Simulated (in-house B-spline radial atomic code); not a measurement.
RPA and G0W0 on wB97X: neutral neon

Configuration [He] 2s2 2p6, mean-field start wB97X. Computed with an all-electron radial atomic-structure program (B-spline basis): all electrons, scalar-relativistic (spin-free one-electron X2C), finite nucleus, each spin shell either full or empty, empty states to l = 9 with an (l + 1/2)⁻⁴ tail; G0W0 by contour deformation at full frequency.

Command:
```bash
python run_gw.py task.json out
```
Settings (radii: box in bohr, nucleus in fm):
```
Z                        10
electrons                10
configuration            [He] 2s2 2p6
hamiltonian              x2c
method                   wb97x
lmax                     9
rms_radius               3.0055
spin_polarised           False
box_radius               40
intervals                74
```

Time taken, with all properties: 2.2 s on 1 thread of Arm Neoverse N1, with other jobs on the host.

Energies (hartree):

| term | value |
| --- | --- |
| mean-field total | -129.09710 |
| Hartree-Fock functional on these orbitals | -128.67872 |
| direct second order | -0.67866 |
| second-order exchange | 0.23949 |
| SOSEX correction | 0.21095 |

Task: What is the RPA correlation energy, and what remains with SOSEX?

Result: RPA gives -0.5658 hartree (-1.54 eV per electron); RPA + SOSEX gives -0.35485, and the second-order doubles -0.43917 hartree (no singles). RPA lacks exchange-type terms and so overcorrelates at short range.

Quasi-particle levels (eV):

```
level  occupied  mean field  Σx - vxc  Σc  QP weight  G0W0
   2p       yes     -18.489     -5.04   ?          ?     ?
```

G0W0 = mean field + (Σx - vxc) + Σc, with Σc (partial-wave tail included) taken at the quasi-particle energy. Levels of low weight are left out.

Task: Where does G0W0 put 2p?

Result: At -21.727 eV, with Σc = 1.80 eV and a quasi-particle weight of 0.913. The tabulated removal energy is 21.565 eV (NIST, measured).
